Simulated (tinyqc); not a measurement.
Worked calculation: LCCD on RHF in the sto-6g basis, frozen core, for HF, spin multiplicity 1. Computed by tinyqc, a small Python program that keeps every step (integrals from PySCF). Settings: charge = 0, multiplicity = 1, basis = sto-6g, method = RHF, frozen orbitals = 1, energy threshold = 1e-10, iteration cap = 53, orthogonalisation = symmetric, start = core, DIIS depth = 6, amplitude equations = LCCD, DIIS depth for amplitudes = 4, cap on updates = 54. Command: `OMP_NUM_THREADS=1 python tinyqc.py 23501 23502 out.jsonl` (the two numbers bound the seeds that draw the settings). One thread of a shared host (Intel(R) Xeon(R) Processor @ 2.60GHz), about 0.1 s of CPU time with the checks. The early iterations of the SCF are left out here.

## One-electron integrals

Geometry (angstrom):
```
atom         x         y         z
F     0.000000  0.000000  0.000000
H     0.000000  0.000000  1.111000
```

Basis sto-6g: exponents (1/bohr^2) and contraction coefficients of normalised primitives:
```
element  l (shell)     exponent  coefficient
F            s (1)  1728.626574     0.009164
F            s (1)   316.941790     0.049361
F            s (1)    88.668891     0.168538
F            s (1)    30.460157     0.370563
F            s (1)    11.828570     0.416492
F            s (1)     4.871659     0.130334
F            s (2)    67.032281    -0.013253
F            s (2)    13.267438    -0.046992
F            s (2)     4.123510    -0.033785
F            s (2)     1.586463     0.250242
F            s (2)     0.689002     0.595117
F            s (2)     0.315820     0.240706
F            p (3)    67.032281     0.003760
F            p (3)    13.267438     0.037679
F            p (3)     4.123510     0.173897
F            p (3)     1.586463     0.418036
F            p (3)     0.689002     0.425860
F            p (3)     0.315820     0.101708
H            s (1)    35.523221     0.009164
H            s (1)     6.513144     0.049361
H            s (1)     1.822143     0.168538
H            s (1)     0.625955     0.370563
H            s (1)     0.243077     0.416492
H            s (1)     0.100112     0.130334
```

Overlap, kinetic and nuclear-attraction integrals over the contracted functions; the nuclear repulsion is the sum of Za Zb / Rab.

nuclear repulsion = 4.28676408 hartree

overlap S:
```
           1F 1s     1F 2s    1F 2px    1F 2py    1F 2pz     2H 1s
1F 1s   1.000000  0.232479  0.000000  0.000000  0.000000  0.032353
1F 2s   0.232479  1.000000  0.000000  0.000000  0.000000  0.333240
1F 2px  0.000000  0.000000  1.000000  0.000000  0.000000  0.000000
1F 2py  0.000000  0.000000  0.000000  1.000000  0.000000  0.000000
1F 2pz  0.000000  0.000000  0.000000  0.000000  1.000000  0.277767
2H 1s   0.032353  0.333240  0.000000  0.000000  0.277767  1.000000
```

kinetic energy T (hartree):
```
            1F 1s      1F 2s    1F 2px    1F 2py    1F 2pz      2H 1s
1F 1s   37.397730  -1.143349  0.000000  0.000000  0.000000  -0.005147
1F 2s   -1.143349   1.082297  0.000000  0.000000  0.000000   0.047316
1F 2px   0.000000   0.000000  3.251325  0.000000  0.000000   0.000000
1F 2py   0.000000   0.000000  0.000000  3.251325  0.000000   0.000000
1F 2pz   0.000000   0.000000  0.000000  0.000000  3.251325   0.141704
2H 1s   -0.005147   0.047316  0.000000  0.000000  0.141704   0.768522
```

nuclear attraction V (hartree):
```
             1F 1s       1F 2s      1F 2px      1F 2py      1F 2pz      2H 1s
1F 1s   -78.298759   -7.976442    0.000000    0.000000   -0.010849  -1.272123
1F 2s    -7.976442  -11.950795    0.000000    0.000000   -0.126744  -2.917771
1F 2px    0.000000    0.000000  -11.926363    0.000000    0.000000   0.000000
1F 2py    0.000000    0.000000    0.000000  -11.926363    0.000000   0.000000
1F 2pz   -0.010849   -0.126744    0.000000    0.000000  -11.998139  -2.129979
2H 1s    -1.272123   -2.917771    0.000000    0.000000   -2.129979  -5.441692
```

core Hamiltonian H = T + V (hartree):
```
             1F 1s       1F 2s     1F 2px     1F 2py     1F 2pz      2H 1s
1F 1s   -40.901029   -9.119791   0.000000   0.000000  -0.010849  -1.277270
1F 2s    -9.119791  -10.868499   0.000000   0.000000  -0.126744  -2.870455
1F 2px    0.000000    0.000000  -8.675038   0.000000   0.000000   0.000000
1F 2py    0.000000    0.000000   0.000000  -8.675038   0.000000   0.000000
1F 2pz   -0.010849   -0.126744   0.000000   0.000000  -8.746814  -1.988275
2H 1s    -1.277270   -2.870455   0.000000   0.000000  -1.988275  -4.673170
```

## Two-electron integrals

Functions are numbered as in S; the eight-fold symmetry (ij|kl) = (ji|kl) = (kl|ij) leaves the list below.

Two-electron integrals (ij|kl) in chemists' order, unique and non-zero (hartree):
```
(11|11) 5.406240   (21|11) 0.768129   (21|21) 0.138909   (22|11) 1.266271
(22|21) 0.283987   (22|22) 0.926367   (31|31) 0.029452   (32|31) 0.044681
(32|32) 0.204753   (33|11) 1.266273   (33|21) 0.283987   (33|22) 0.926366
(33|33) 0.998085   (41|41) 0.029452   (42|41) 0.044681   (42|42) 0.204753
(43|43) 0.053789   (44|11) 1.266273   (44|21) 0.283987   (44|22) 0.926366
(44|33) 0.890506   (44|44) 0.998085   (51|51) 0.029452   (52|51) 0.044681
(52|52) 0.204753   (53|53) 0.053789   (54|54) 0.053789   (55|11) 1.266273
(55|21) 0.283987   (55|22) 0.926366   (55|33) 0.890506   (55|44) 0.890506
(55|55) 0.998085   (61|11) 0.113824   (61|21) 0.019739   (61|22) 0.039497
(61|33) 0.039431   (61|44) 0.039431   (61|51) 0.000859   (61|52) 0.001683
(61|55) 0.039631   (61|61) 0.002851   (62|11) 0.295528   (62|21) 0.067309
(62|22) 0.245873   (62|33) 0.242362   (62|44) 0.242362   (62|51) 0.004891
(62|52) 0.037277   (62|55) 0.252895   (62|61) 0.009573   (62|62) 0.081739
(63|31) 0.007376   (63|32) 0.042578   (63|53) 0.007740   (63|63) 0.011817
(64|41) 0.007376   (64|42) 0.042578   (64|54) 0.007740   (64|64) 0.011817
(65|11) 0.204662   (65|21) 0.047260   (65|22) 0.184524   (65|33) 0.176808
(65|44) 0.176808   (65|51) 0.010338   (65|52) 0.068730   (65|55) 0.199954
(65|61) 0.007004   (65|62) 0.075294   (65|65) 0.080578   (66|11) 0.466619
(66|21) 0.108273   (66|22) 0.455400   (66|33) 0.440591   (66|44) 0.440591
(66|51) 0.009553   (66|52) 0.102353   (66|55) 0.485017   (66|61) 0.015500
(66|62) 0.198939   (66|65) 0.212353   (66|66) 0.774999
```

## Orthogonalisation

S = U s U^T; symmetric (Loewdin) form X = U s^(-1/2) U^T, so that X^T S X = 1.

eigenvalues of S: 0.538655  0.850847  1.000000  1.000000  1.124758  1.485740

X:
```
            1F 1s      1F 2s    1F 2px    1F 2py     1F 2pz      2H 1s
1F 1s    1.021721  -0.125508  0.000000  0.000000  -0.004195   0.016142
1F 2s   -0.125508   1.071776  0.000000  0.000000   0.041315  -0.193414
1F 2px   0.000000   0.000000  1.000000  0.000000   0.000000   0.000000
1F 2py   0.000000   0.000000  0.000000  1.000000   0.000000   0.000000
1F 2pz  -0.004195   0.041315  0.000000  0.000000   1.033690  -0.158290
2H 1s    0.016142  -0.193414  0.000000  0.000000  -0.158290   1.082767
```

## Starting guess

The start is the orbitals of the core Hamiltonian; D = 2 C_occ C_occ^T.

D at the start:
```
            1F 1s      1F 2s    1F 2px    1F 2py     1F 2pz      2H 1s
1F 1s    2.118550  -0.518113  0.000000  0.000000  -0.022841   0.061020
1F 2s   -0.518113   2.261113  0.000000  0.000000   0.132994  -0.257205
1F 2px   0.000000   0.000000  2.000000  0.000000   0.000000   0.000000
1F 2py   0.000000   0.000000  0.000000  2.000000   0.000000   0.000000
1F 2pz  -0.022841   0.132994  0.000000  0.000000   2.117564  -0.266549
2H 1s    0.061020  -0.257205  0.000000  0.000000  -0.266549   0.059224
```

## Iteration 7 (converged): orbitals

converged F (hartree):
```
             1F 1s      1F 2s     1F 2px     1F 2py     1F 2pz      2H 1s
1F 1s   -26.251351  -6.370793   0.000000   0.000000  -0.017747  -0.894924
1F 2s    -6.370793  -2.895654   0.000000   0.000000  -0.046080  -0.807957
1F 2px    0.000000   0.000000  -0.471191   0.000000   0.000000   0.000000
1F 2py    0.000000   0.000000   0.000000  -0.471191   0.000000   0.000000
1F 2pz   -0.017747  -0.046080   0.000000   0.000000  -0.272494  -0.486886
2H 1s    -0.894924  -0.807957   0.000000   0.000000  -0.486886  -0.384892
```

Diagonalise F' = X^T F X, C = X C', fill 5 alpha and 5 beta electrons from the bottom; D = 2 C_occ C_occ^T. Each column has its largest component positive (the first on a tie).

F' = X^T F X (hartree):
```
            1          2          3          4          5          6
1  -25.842036  -3.175607   0.000000   0.000000  -0.035581  -0.110874
2   -3.175607  -1.745268   0.000000   0.000000   0.072940  -0.401342
3    0.000000   0.000000  -0.471191   0.000000   0.000000   0.000000
4    0.000000   0.000000   0.000000  -0.471191   0.000000   0.000000
5   -0.035581   0.072940   0.000000   0.000000  -0.139075  -0.476414
6   -0.110874  -0.401342   0.000000   0.000000  -0.476414  -0.062163
```

orbital energies (hartree): MO1 -26.254537, MO2 -1.443055, MO3 -0.533087, MO4 -0.471191, MO5 -0.471191, MO6 0.442137

coefficients C:
```
              MO1        MO2        MO3       MO4        MO5        MO6
1F 1s    0.997175  -0.242599   0.056820  0.000000   0.000000   0.059192
1F 2s    0.012202   0.981289  -0.316188  0.000000   0.000000  -0.374860
1F 2px   0.000000   0.000000   0.000000  0.152418   0.988316   0.000000
1F 2py   0.000000   0.000000   0.000000  0.988316  -0.152418   0.000000
1F 2pz   0.001315   0.043211   0.691002  0.000000   0.000000  -0.784820
2H 1s   -0.002337   0.112355   0.571502  0.000000   0.000000   0.946502
```

D after iteration 7:
```
            1F 1s      1F 2s    1F 2px    1F 2py     1F 2pz      2H 1s
1F 1s    2.112881  -0.487715  0.000000  0.000000   0.060183   0.005771
1F 2s   -0.487715   2.126103  0.000000  0.000000  -0.352136  -0.140955
1F 2px   0.000000   0.000000  2.000000  0.000000   0.000000   0.000000
1F 2py   0.000000   0.000000  0.000000  2.000000   0.000000   0.000000
1F 2pz   0.060183  -0.352136  0.000000  0.000000   0.958705   0.799521
2H 1s    0.005771  -0.140955  0.000000  0.000000   0.799521   0.678487
```

Within a degenerate level the vectors are fixed only up to a rotation; this is one choice.

## Convergence

Stop when the energy changes by less than 1e-10 hartree and every element of the error matrix X^T (F D S - S D F) X is below 3e-06.

Course of the cycle:
```
iteration   E (hartree)     change  largest element of the error matrix
1          -98.80919053          -                             5.66e-01
2          -99.47321509  -6.64e-01                             9.16e-02
3          -99.47831713  -5.10e-03                             9.68e-03
4          -99.47839948  -8.23e-05                             1.09e-03
5          -99.47840020  -7.18e-07                             1.84e-05
6          -99.47840020  -2.38e-10                             1.22e-07
7          -99.47840020  -2.84e-14                             6.23e-08
```

PySCF RHF in the same basis = -99.47840020 hartree

Converged in 7 iterations.

## Populations, bond orders and dipole

Mulliken: Z minus the diagonal of D S on the atom; Loewdin: the same with S^(1/2) D S^(1/2); Mayer order: 2 sum_s sum (D(s) S)_ij (D(s) S)_ji over the two atoms.

Charges (e):
```
atom   Mulliken    Loewdin
1F    -0.146218  -0.116349
2H     0.146218   0.116349
```

Mayer bond orders:
```
pair     order
2-1   0.978620
```

dipole moment about the origin, x y z (debye): 0.000000  0.000000  1.168927

## Integrals over molecular orbitals

(pq|rs) = sum C_ip C_jq C_kr C_ls (ij|kl), one index at a time.

one-electron integrals over orbitals h = C^T H C (hartree):
```
            1          2          3          4          5          6
1  -40.887760   0.726253  -0.164771   0.000000   0.000000  -0.180046
2    0.726253  -9.199145   0.541955   0.000000   0.000000   0.957064
3   -0.164771   0.541955  -7.155123   0.000000   0.000000   2.109726
4    0.000000   0.000000   0.000000  -8.675038   0.000000   0.000000
5    0.000000   0.000000   0.000000   0.000000  -8.675038   0.000000
6   -0.180046   0.957064   2.109726   0.000000   0.000000  -6.065764
```

Two-electron integrals over orbitals (pq|rs), unique and non-zero (hartree); the lowest 1 orbital is frozen and left out:
```
(22|22) 0.868719    (32|22) -0.039983   (32|32) 0.145710    (33|22) 0.721751
(33|32) -0.026193   (33|33) 0.711866    (42|42) 0.186933    (43|42) -0.033470
(43|43) 0.039707    (44|22) 0.891572    (44|32) -0.072195   (44|33) 0.710219
(44|44) 0.998085    (52|52) 0.186933    (53|52) -0.033470   (53|53) 0.039707
(54|54) 0.053789    (55|22) 0.891572    (55|32) -0.072195   (55|33) 0.710219
(55|44) 0.890506    (55|55) 0.998085    (62|22) -0.104668   (62|32) -0.066248
(62|33) -0.027800   (62|44) -0.102223   (62|55) -0.102223   (62|62) 0.092426
(63|22) -0.211011   (63|32) 0.088050    (63|33) -0.105591   (63|44) -0.226575
(63|55) -0.226575   (63|62) 0.045429    (63|63) 0.210284    (64|42) -0.033907
(64|43) -0.019826   (64|64) 0.029724    (65|52) -0.033907   (65|53) -0.019826
(65|65) 0.029724    (66|22) 0.655894    (66|32) 0.056399    (66|33) 0.661086
(66|44) 0.634974    (66|55) 0.634974    (66|62) -0.060225   (66|63) -0.019090
(66|66) 0.695517
```

## LCCD: starting amplitudes

t_ij^ab = <ij||ab> / (e_i + e_j - e_a - e_b), whose energy is MP2.

Starting amplitudes (spin orbitals 1a, 1b, ...; amplitudes related by a flip of all spins are not repeated):
```
from      to          t
3a 3b  6a 6b  -0.107813
2a 2b  6a 6b  -0.024514
5a 5b  6a 6b  -0.016273
4a 4b  6a 6b  -0.016273
2a 3b  6a 6b  -0.015882
```

correlation energy = -0.02734762 hartree

## LCCD: amplitude update 1

t_ij^ab D_ij^ab are set to the remaining terms of the spin-orbital equations, evaluated with the old amplitudes; for the doubles these are <ij||ab> + 1/2 <ab||ef> t_ij^ef + 1/2 <mn||ij> t_mn^ab + P(ij)P(ab) <mb||ej> t_im^ae, D the orbital-energy denominators (linear CCD).

Amplitudes after update 1 (spin orbitals 1a, 1b, ...; amplitudes related by a flip of all spins are not repeated):
```
from      to          t
3a 3b  6a 6b  -0.151970
2a 2b  6a 6b  -0.025324
2a 3b  6a 6b  -0.024975
5a 5b  6a 6b  -0.018533
4a 4b  6a 6b  -0.018533
```

correlation energy = -0.03766850 hartree

## LCCD: amplitude update 2

As before.

Amplitudes after update 2 (spin orbitals 1a, 1b, ...; amplitudes related by a flip of all spins are not repeated):
```
from      to          t
3a 3b  6a 6b  -0.171172
2a 3b  6a 6b  -0.028945
2a 2b  6a 6b  -0.024099
5a 5b  6a 6b  -0.018730
4a 4b  6a 6b  -0.018730
```

correlation energy = -0.04196567 hartree

## LCCD: amplitude update 3

t_ij^ab D_ij^ab are set to the remaining terms of the spin-orbital equations, evaluated with the old amplitudes; for the doubles these are <ij||ab> + 1/2 <ab||ef> t_ij^ef + 1/2 <mn||ij> t_mn^ab + P(ij)P(ab) <mb||ej> t_im^ae, D the orbital-energy denominators (linear CCD). DIIS then mixes the stored amplitudes.

DIIS coefficients: -0.788018  1.788018

Amplitudes after update 3 (spin orbitals 1a, 1b, ...; amplitudes related by a flip of all spins are not repeated):
```
from      to          t
3a 3b  6a 6b  -0.186374
2a 3b  6a 6b  -0.031901
2a 2b  6a 6b  -0.022633
5a 5b  6a 6b  -0.018610
4a 4b  6a 6b  -0.018610
```

correlation energy = -0.04528818 hartree

## LCCD: convergence

E_corr = 1/4 sum <ij||ab> t_ij^ab; stop when the norm of the change is below 1e-8.

Course of the amplitude iterations:
```
update  correlation energy (hartree)  norm of the change
0                        -0.02734762                   -
1                        -0.03766850            9.22e-02
2                        -0.04196567            4.01e-02
3                        -0.04528818            1.77e-02
4                        -0.04528581            3.62e-04
5                        -0.04528465            3.47e-05
6                        -0.04528465            5.08e-06
7                        -0.04528466            2.09e-06
8                        -0.04528466            6.83e-09
```

Converged amplitudes (spin orbitals 1a, 1b, ...; amplitudes related by a flip of all spins are not repeated):
```
from      to          t
3a 3b  6a 6b  -0.186486
2a 3b  6a 6b  -0.031801
2a 2b  6a 6b  -0.022501
5a 5b  6a 6b  -0.018510
4a 4b  6a 6b  -0.018510
```

LCCD total energy = -99.52368486 hartree

Converged in 8 updates, with DIIS from the third.
